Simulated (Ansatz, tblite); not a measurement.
Cost and result up the ladder for the cluster Mg2Al (the lowest doublet isomer of a short search) (3 atoms). Total charge 0; doublet. Geometry: r2SCAN-D4/def2-TZVP.

```xyz
3

Al    1.144   -0.847    0.480
Mg   -0.809    0.921    1.203
Mg   -0.336   -0.074   -1.683
```

Ansatz on 4 threads of AMD EPYC 7B13 on a shared host; xTB runs through tblite on one thread. Times are rough, summed over both states, and most runs start from the orbitals of an earlier one. No level here is sound enough to serve as a yardstick. The other state is a singlet.

The xTB rows come from tblite. The structure comes from a short search, and lower isomers may exist.

Run but left out: HF/def2-TZVPP, MP2/def2-TZVPP, CCSD/def2-TZVPP, CCSD(T)/def2-TZVPP (doublet: ⟨S²⟩ 1.70, where a pure state has 0.75).

Raw xTB energies of ions are shifted by several eV, and xTB has no spin-polarisation term.

| level | functions | wall time | vertical IE (eV) | remarks |
| --- | --- | --- | --- | --- |
| GFN1-xTB | 17 | 0.009 s | 8.75 | – |
| GFN2-xTB | 27 | 0.011 s | 7.77 | – |
| PBE-D4/def2-TZVP | 101 | 1.4 s | 5.66 | restricted SCF unstable in HF (+1 singlet) |
| PBE0-D4/def2-TZVP (with forces) | 101 | 5 s | 5.64 | restricted SCF unstable in HF (+1 singlet) |
| r2SCAN-D4/def2-TZVP | 101 | 5.1 s | 5.80 | restricted SCF unstable in HF (+1 singlet) |
